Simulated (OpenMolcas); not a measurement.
# singlet N2H+: a chain of runs

We compute the energy (UHF/STO-3G), then the energy (CASSCF(4,4)/STO-3G), then a single-point energy (CASPT2(4,4)/STO-3G), then the energy (SC-NEVPT2(4,4)/STO-3G), then a single-point energy (MRCI(4,4)/STO-3G) of singlet N2H+. 

Program for the calculation: OpenMolcas 26.06.

### 1 The structure to begin with

N2H+ has 3 atoms, charge +1, and is taken as a singlet. As SMILES of the parent species, `[N]=N`. The shape is that of a PBE0-D4/def2-TZVP optimisation. That shape belongs to the parent species and isn't relaxed for this state.

Bond lengths: N1–N2 1.165 Å, N2–H3 1.057 Å. Angles: N1–N2–H3 117.5°.

### 2 A single-point energy at UHF/STO-3G (run 1)

Input file step1.input:

```
* HN2 Hartree-Fock
&gateway
baslib=$CurrDir
coord
3
angstrom
N        0.710530      -0.606720       0.326180
N       -0.268660      -0.217710      -0.170100
H       -0.441870       0.824430      -0.156080
basis=STO-3G
group=NoSym
&seward
&scf
uhf
charge=1
scramble=0.25
prorbitals=1 1
```

The basis set STO-3G is read from a file made from the Basis Set Exchange's data (not shown).

Started as:

```bash
export MOLCAS_MEM=1860
pymolcas step1.input > step1.log
```

The program printed:

```text
--- Start Module: gateway ---
[...]
--- Stop Module: gateway /rc=_RC_ALL_IS_WELL_ ---
--- Start Module: seward ---
[...]
      Basis functions           11
--- Stop Module: seward /rc=_RC_ALL_IS_WELL_ ---
--- Start Module: scf ---
[...]
       Convergence after  73 Iterations
[...]
::    Total SCF energy                               -107.6911881494
[...]
      Total spin, S                                     0.4074513638
[...]
      Total electronic charge=   14.000000
      Total            charge=    1.000000
[...]
      Dipole Moment (debye):
      Origin of the operator (angstrom)=    0.1979   -0.3693    0.0699
                   X= -1.3078E+00               Y=  2.5047E+00               Z= -4.5517E-01           Total=  2.8620E+00
      Center of Charge (angstrom)
[...]
--- Stop Module: scf /rc=_RC_ALL_IS_WELL_ ---
[...]
```

Run time: 2.5 s. Hardware: 1 thread of Arm Neoverse V2, shared host; peak memory 0.37 GiB.

### 3 A single-point energy at CASSCF(4,4)/STO-3G (run 2)

Input file step2.inp:

```
* HN2 CASSCF

&GATEWAY
  BASLIB=$CurrDir
  COORD
  3
  angstrom
  N        0.710530      -0.606720       0.326180
  N       -0.268660      -0.217710      -0.170100
  H       -0.441870       0.824430      -0.156080
  BASIS=STO-3G
  GROUP=NoSym

&SEWARD

&RASSCF
  FILEORB=$CurrDir/step1.UnaOrb
  SPIN=1
  NACTEL=4 0 0
  INACTIVE=5
  RAS2=4
  ORBLISTING=Nothing
```

The basis set STO-3G is read from a file made from the Basis Set Exchange's data (not shown).

Started as:

```bash
export MOLCAS_MEM=1860
pymolcas step2.inp > step2.log
```

The program printed:

```text
--- Start Module: gateway ---
[...]
--- Stop Module: gateway /rc=_RC_ALL_IS_WELL_ ---
--- Start Module: seward ---
[...]
      Basis functions           11
--- Stop Module: seward /rc=_RC_ALL_IS_WELL_ ---
--- Start Module: rasscf ---
[...]
      Number of active orbitals                  4
[...]
      Spin quantum number                      0.0
[...]
      Active orbitals                            4
[...]
      Number of CSFs                            20
[...]
      Number of root(s) required                 1
[...]
      Convergence after 11 iterations
[...]
      printout of CI-coefficients larger than  0.05 for root  1
      energy=    -107.799012
      conf/sym  1111     Coeff  Weight
             1  2200  -0.94958 0.90170
             6  2020   0.18022 0.03248
            10  udud   0.15109 0.02283
            14  0202   0.16757 0.02808
            15  uudd   0.09278 0.00861
            20  0022  -0.05842 0.00341
      Natural orbitals and occupation numbers for root  1
      sym 1:   1.902921   1.892709   0.106827   0.097543
      ************************************************************************************************************************
      *                                                    Final results                                                     *
[...]
::    RASSCF root number  1 Total energy:   -107.79901153
[...]
      Total electronic charge=   14.000000
      Total            charge=    1.000000
[...]
      Dipole Moment (debye):
      Origin of the operator (angstrom)=    0.1979   -0.3693    0.0699
                   X= -1.3559E+00               Y=  2.6098E+00               Z= -4.7056E-01           Total=  2.9784E+00
      Center of Charge (angstrom)
[...]
--- Stop Module: rasscf /rc=_RC_ALL_IS_WELL_ ---
[...]
```

Wall time 1.5 s (1 thread of Arm Neoverse V2, shared host); peak memory 0.37 GiB.

### 4 A single-point energy at CASPT2(4,4)/STO-3G (run 3)

Input file step3.inp:

```
* HN2 CASPT2
>>> EXPORT MOLCAS_PRINT=2
&GATEWAY
BasLib = $CurrDir
Coord
3
angstrom
N        0.710530      -0.606720       0.326180
N       -0.268660      -0.217710      -0.170100
H       -0.441870       0.824430      -0.156080
Basis = STO-3G
Group = NoSym
&SEWARD
&RASSCF
FileOrb = $CurrDir/step2.RasOrb
Spin = 1
Nactel = 4 0 0
Inactive = 5
Ras2 = 4
OrbListing = Nothing
&CASPT2
Imaginary = 0.1
Frozen = 2
```

The basis set STO-3G is read from a file made from the Basis Set Exchange's data (not shown).

Started as:

```bash
export MOLCAS_MEM=1860
pymolcas step3.inp > step3.log
```

The program printed:

```text
--- Start Module: gateway ---
[...]
--- Stop Module: gateway /rc=_RC_ALL_IS_WELL_ ---
[...]
      Basis functions           11
[...]
--- Start Module: rasscf ---
[...]
      Number of active orbitals                  4
[...]
      Spin quantum number                      0.0
[...]
      Active orbitals                            4
[...]
      Number of CSFs                            20
[...]
      Number of root(s) required                 1
[...]
      Convergence after  4 iterations
[...]
      printout of CI-coefficients larger than  0.05 for root  1
      energy=    -107.799012
      conf/sym  1111     Coeff  Weight
             1  2200  -0.94958 0.90170
             6  2020   0.18022 0.03248
            10  udud   0.15109 0.02283
            14  0202   0.16757 0.02808
            15  uudd   0.09278 0.00861
            20  0022  -0.05842 0.00341
      Natural orbitals and occupation numbers for root  1
      sym 1:   1.902921   1.892711   0.106825   0.097543
      ************************************************************************************************************************
      *                                                    Final results                                                     *
[...]
::    RASSCF root number  1 Total energy:   -107.79901153
[...]
      Total electronic charge=   14.000000
      Total            charge=    1.000000
[...]
      Dipole Moment (debye):
      Origin of the operator (angstrom)=    0.1979   -0.3693    0.0699
                   X= -1.3559E+00               Y=  2.6098E+00               Z= -4.7055E-01           Total=  2.9784E+00
      Center of Charge (angstrom)
[...]
--- Stop Module: rasscf /rc=_RC_ALL_IS_WELL_ ---
--- Start Module: caspt2 ---
[...]
 ###    WARNING: User changed nr of frozen orbitals.                         ###
 ###############################################################################
[...]
      E2 (Variational):          -0.0592157662
      Total energy:            -107.8582272920
[...]
      Reference weight:           0.97702
[...]
::    CASPT2 Root  1     Total energy:   -107.85822729
[...]
--- Stop Module: caspt2 /rc=_RC_ALL_IS_WELL_ ---
[...]
```

Run time: 1.5 s. Hardware: 1 thread of Arm Neoverse V2, shared host; peak memory 0.37 GiB.

### 5 A single-point energy at SC-NEVPT2(4,4)/STO-3G (run 4)

Input file step4.inp:

```
&gateway
  baslib=$CurrDir
  coord
  3
  angstrom
  N        0.710530      -0.606720       0.326180
  N       -0.268660      -0.217710      -0.170100
  H       -0.441870       0.824430      -0.156080
  basis=STO-3G
  group=NoSym

&seward

&rasscf
  fileorb=$CurrDir/step2.RasOrb
  spin=1
  nactel=4 0 0
  inactive=5
  ras2=4
  orblisting=Nothing

&caspt2
  sc-nevpt2
  frozen=2
```

The basis set STO-3G is read from a file made from the Basis Set Exchange's data (not shown).

Started as:

```bash
export MOLCAS_MEM=1860
pymolcas step4.inp > step4.log
```

The program printed:

```text
--- Start Module: gateway ---
[...]
--- Stop Module: gateway /rc=_RC_ALL_IS_WELL_ ---
[...]
      Basis functions           11
[...]
--- Start Module: rasscf ---
[...]
      Number of active orbitals                  4
[...]
      Spin quantum number                      0.0
[...]
      Active orbitals                            4
[...]
      Number of CSFs                            20
[...]
      Number of root(s) required                 1
[...]
      Convergence after  4 iterations
[...]
      printout of CI-coefficients larger than  0.05 for root  1
      energy=    -107.799012
      conf/sym  1111     Coeff  Weight
             1  2200  -0.94958 0.90170
             6  2020   0.18022 0.03248
            10  udud   0.15109 0.02283
            14  0202   0.16757 0.02808
            15  uudd   0.09278 0.00861
            20  0022  -0.05842 0.00341
      Natural orbitals and occupation numbers for root  1
      sym 1:   1.902921   1.892711   0.106825   0.097543
      ************************************************************************************************************************
      *                                                    Final results                                                     *
[...]
::    RASSCF root number  1 Total energy:   -107.79901153
[...]
      Total electronic charge=   14.000000
      Total            charge=    1.000000
[...]
      Dipole Moment (debye):
      Origin of the operator (angstrom)=    0.1979   -0.3693    0.0699
                   X= -1.3559E+00               Y=  2.6098E+00               Z= -4.7055E-01           Total=  2.9784E+00
      Center of Charge (angstrom)
[...]
--- Stop Module: rasscf /rc=_RC_ALL_IS_WELL_ ---
--- Start Module: caspt2 ---
[...]
 ###    WARNING: User changed nr of frozen orbitals.                         ###
 ###############################################################################
[...]
      E2 (Variational):          -0.0581279736
[...]
      E2 (Variational):          -0.0579042792
      Total energy:            -107.8569158050
[...]
      Reference weight:           0.97855
[...]
::    SC-NEVPT2 Root  1     Total energy:   -107.85691581
[...]
--- Stop Module: caspt2 /rc=_RC_ALL_IS_WELL_ ---
[...]
```

Wall time 1.5 s (1 thread of Arm Neoverse V2, shared host); peak memory 0.37 GiB.

### 6 A single-point energy at MRCI(4,4)/STO-3G (run 5)

Input file step5.inp:

```
&gateway
baslib
$CurrDir
coord
3
angstrom
N        0.710530      -0.606720       0.326180
N       -0.268660      -0.217710      -0.170100
H       -0.441870       0.824430      -0.156080
basis
STO-3G
group
NoSym
&seward
&rasscf
fileorb
$CurrDir/step2.RasOrb
spin
1
nactel
4 0 0
inactive
5
ras2
4
orblisting
Nothing
&motra
lumorb
frozen
2
&guga
electrons
10
spin
1
inactive
3
active
4
ciall
1
&mrci
sdci
```

The basis set STO-3G is read from a file made from the Basis Set Exchange's data (not shown).

Started as:

```bash
export MOLCAS_MEM=1860
pymolcas step5.inp > step5.log
```

The program printed:

```text
--- Start Module: gateway ---
[...]
--- Stop Module: gateway /rc=_RC_ALL_IS_WELL_ ---
[...]
      Basis functions           11
[...]
      Number of active orbitals                  4
[...]
      Spin quantum number                      0.0
[...]
      Active orbitals                            4
[...]
      Number of CSFs                            20
[...]
      Number of root(s) required                 1
[...]
      Convergence after  4 iterations
[...]
      printout of CI-coefficients larger than  0.05 for root  1
      energy=    -107.799012
      conf/sym  1111     Coeff  Weight
             1  2200  -0.94958 0.90170
             6  2020   0.18022 0.03248
            10  udud   0.15109 0.02283
            14  0202   0.16757 0.02808
            15  uudd   0.09278 0.00861
            20  0022  -0.05842 0.00341
      Natural orbitals and occupation numbers for root  1
      sym 1:   1.902921   1.892711   0.106825   0.097543
      ************************************************************************************************************************
      *                                                    Final results                                                     *
[...]
::    RASSCF root number  1 Total energy:   -107.79901153
[...]
      Dipole Moment (debye):
      Origin of the operator (angstrom)=    0.1979   -0.3693    0.0699
                   X= -1.3559E+00               Y=  2.6098E+00               Z= -4.7055E-01           Total=  2.9784E+00
      Center of Charge (angstrom)
[...]
      *** WARNING: Default frozen orbitals is overwritten by user input.
      *** Default values:   2
[...]
--- Start Module: guga ---
[...]
--- Stop Module: guga /rc=_RC_ALL_IS_WELL_ ---
--- Start Module: mrci ---
[...]
       (But an ACPF correction will be computed)
       USE THE DEFAULT ACPF G-VALUE GFAC=  0.20000000000000001
[...]
                      CI ENERGY:  -107.87285811
[...]
                ACPF CORRECTION:    -0.00231023
[...]
      Total electronic charge=   14.000000
      Total            charge=    1.000000
[...]
     ACPF CORRECTION:     -0.00231023
[...]
  CI State   1     Total energy:   -107.87285811     QDav:     -0.00291056     QACPF:     -0.00231023
[...]
--- Stop Module: mrci /rc=_RC_ALL_IS_WELL_ ---
[...]
```

Run time: 1.7 s. Hardware: 1 thread of Arm Neoverse V2, shared host; peak memory 0.37 GiB.

### 7 Outcome

| quantity | value |
| --- | --- |
| run 1, UHF/STO-3G: total energy | -107.69119 Eh |
| run 1, UHF/STO-3G: HOMO energy | -25.65 eV |
| run 1, UHF/STO-3G: LUMO energy | -7.45 eV |
| run 1, UHF/STO-3G: HOMO–LUMO gap | 18.20 eV |
| run 1, UHF/STO-3G: ⟨S²⟩ | 0.573 |
| run 2, CASSCF(4,4)/STO-3G: total energy | -107.79901 Eh |
| run 3, CASPT2(4,4)/STO-3G: total energy | -107.85823 Eh |
| run 4, SC-NEVPT2(4,4)/STO-3G: total energy | -107.85692 Eh |
| run 5, MRCI(4,4)/STO-3G: total energy | -107.87286 Eh |

What this shows: ⟨S²⟩ (run 1, UHF/STO-3G) is 0.57 where a pure singlet has 0.00: the reference is spin-contaminated. Mulliken charges (run 1, UHF/STO-3G) run from +0.12 on N2 to +0.48 on H3. Mulliken charges (run 2, CASSCF(4,4)/STO-3G) run from +0.12 on N2 to +0.49 on H3. Mulliken charges (run 3, CASPT2(4,4)/STO-3G) of the CASSCF density run from +0.12 on N2 to +0.49 on H3; they depend strongly on the basis. Mulliken charges (run 5, MRCI(4,4)/STO-3G) of the CASSCF density run from +0.12 on N2 to +0.49 on H3.
